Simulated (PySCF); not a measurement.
Orbital energies and ionisation energy

Compound: 1-chloro-1-fluoroethane, C2H4ClF.
Geometry (PBE0-D3(BJ)/def2-SVP, Å), atoms numbered from 1 in this order:
```
atom  x, y, z in Å
C1    -0.7967   -0.1225   -0.0119
C2     0.6970   -0.0020    0.0904
F3     1.2947   -0.8577   -0.7738
Cl4    1.2288    1.6656   -0.2864
H5    -1.1170    0.1156   -1.0358
H6    -1.0954   -1.1535    0.2290
H7    -1.2881    0.5675    0.6866
H8     1.0768   -0.2130    1.1019
```

Level: PBE0/def2-SVPD (PySCF). Frontier orbitals with their largest atomic shares (Löwdin; up to four atoms above 4 %):

```
orbital  ε (eV)                           main atoms
 HOMO−3  -10.82  F3 45 %, C1 17 %, C2 15 %, Cl4 14 %
 HOMO−2  -10.46  Cl4 29 %, F3 25 %, C2 15 %, C1 13 %
 HOMO−1   -9.17             Cl4 84 %, C2 6 %, F3 5 %
   HOMO   -8.82                                    ?
   LUMO    0.39    Cl4 52 %, C2 25 %, H8 7 %, C1 6 %
 LUMO+1    0.77  Cl4 25 %, C1 22 %, C2 17 %, H6 13 %
 LUMO+2    1.47  Cl4 26 %, H5 17 %, H8 17 %, C1 11 %
```

Problem. What vertical ionisation energy does ΔSCF give, and how far is −ε(HOMO) from it?

Solution. ΔSCF: 11.35 eV (1095 kJ/mol; threshold wavelength 109 nm); ⟨S²⟩ of the doublet left behind is 0.753, against 0.75 for a pure doublet. −ε(HOMO) is 8.82 eV, 2.53 eV below it. For the exact functional −ε(HOMO) would equal the first vertical ionisation energy; PBE0 (global hybrid, 25 % exact exchange) falls short of its own ΔSCF value by 22 %. Holes in the HOMO−1 and HOMO−2 were tried too where these lie within 1.2 eV of the HOMO; the lowest converged state counts.

Problem. On which atoms does the HOMO lie?

Solution. Cl4 (chlorine on a fluorinated carbon) 74 %, C2 (sp3 C–F carbon) 11 %, C1 (methyl carbon) 6 %, H8 (methine hydrogen) 4 %, so more than half of it is on one atom. The HOMO−1 lies 0.35 eV lower.

Problem. With α = 42.0 au, estimate the like-pair dispersion coefficient by London's formula C6 = (3/4)α²I.

Solution. I = 0.4171 Eh, so C6 ≈ 551 au, a rough estimate.

Problem. What total energies stand behind the ΔSCF value?

Solution. E(N) = -638.06295 Eh and E(N − 1) = -637.64584 Eh at the same geometry, 0.41711 Eh apart.

Isolated species at its PBE0-D3(BJ)/def2-SVP geometry, gas phase.

The run behind these numbers computed excited states and ΔSCF ions as well. On one thread, Arm Neoverse V1 (aarch64), on a shared host, this took 24 s of wall time and 0.54 GiB of memory at its peak.
